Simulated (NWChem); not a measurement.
## HN$_{2}$ (+1) in NWChem

SMILES: N#[NH+]
```xyz
3

N      0.0000     0.0000     0.6525
N      0.0000     0.0000    -0.4404
H      0.0000     0.0000    -1.4847
```
Charge +1, spin multiplicity 1.

Everything below was run with NWChem. All single points use one geometry, from PBE0/def2-SVP, a minimum by its harmonic frequencies.

Symmetry labels belong to the abelian group C2v used in the runs, with the axes of the coordinates shown; states degenerate in a higher group split over its labels.

The structure started from a generated list of species.

Question: List the lowest 5 singlet excitations that TDA-CAM-B3LYP/aug-cc-pVDZ gives, with oscillator strengths.

Answer: 
| state | symmetry | energy (eV) | wavelength (nm) | f |
|---|---|---|---|---|
| 1 | a2 | 9.30 | 133 | 0.000 |
| 2 | a1 | 9.76 | 127 | 0.000 |
| 3 | a2 | 9.76 | 127 | 0.000 |
| 4 | b2 | 10.45 | 119 | 0.044 |
| 5 | b1 | 10.45 | 119 | 0.044 |
